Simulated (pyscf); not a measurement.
Optimised with ωB97X-D3(BJ)/def2-SVP in PySCF.

### Question
How much does it cost (ΔH, 298 K, ωB97M-D3(BJ)/def2-TZVP) to split `[CH3][O][SnH]([OH])[OH]` at its C–O bond into CH₃• + •O–SnH(OH)–OH?

### Answer
C–O to CH₃• + •O–SnH(OH)–OH: 3.95 eV. The 7 functionals that were run give +3.67 (r²SCAN) to +4.08 eV (M06-2X). H₃C–O–SnH(OH)–OH lies 1.01 eV over its isomer H₃C–Sn(OH)(OH)–OH, and others may lie lower still (electronic energy, ωB97M-D3(BJ)). •O–SnH(OH)–OH lies 2.07 eV over its isomer HO–Sn•(OH)–OH, and others may lie lower still (electronic energy, ωB97M-D3(BJ)). Elements past Kr carry the def2 core potentials, without spin-orbit coupling.
